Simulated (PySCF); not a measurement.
Mayer bond orders and bond lengths

Species: C2HFN2S.
SMILES with atom numbers: `[F:1][c:2]1[n:3][cH:4][s:5][n:6]1` (hydrogens: H7 on C4)

Bond orders from the PBE0/pcSseg-1 density (PySCF). Geometry: GFN2-xTB; no solvent, vibrations or thermal averaging.

(1) How far do the computed orders between heavy atoms stray from the drawn ones?

(2) Set the Mayer orders of the bonds between heavy atoms beside their lengths.

Answers

(1) The largest departure is 0.347, at S5–N6 (drawn aromatic, 1.153), counting aromatic bonds as 1.5. The bonds drawn aromatic range from 1.15 to 1.60.

(2) 
```
 bond  drawn as  length (Å)  Mayer order
F1–C2    single       1.312        1.047
C2–N3  aromatic       1.343        1.316
N3–C4  aromatic       1.292        1.604
C4–S5  aromatic       1.728        1.205
S5–N6  aromatic       1.624        1.153
N6–C2  aromatic       1.302        1.590
```

By pair of heavy elements: C–N: lowest C2–N3 (1.316, 1.343 Å), highest N3–C4 (1.604, 1.292 Å).

**Question.** And the bonds to hydrogen?

**Answer.** C–H: 0.94 (1 bond).

**Question.** Sum the orders of all bonds at each heavy atom with more than one neighbour and set the sums beside the valence in the SMILES.

**Answer.** C2 3.953 (drawn 4), N3 2.920 (drawn 3), C4 3.754 (drawn 4), S5 2.358 (drawn 2), N6 2.743 (drawn 3). Orders between atoms that aren't bonded are not in these sums.

The Mayer order sums products of elements of PS (density times overlap matrix) between the two atoms' basis functions, so it depends on the basis set.

The run behind these numbers computed NMR shieldings as well. The run took 7.1 s wall on one thread, Arm Neoverse V1, no GPU, on a shared host.
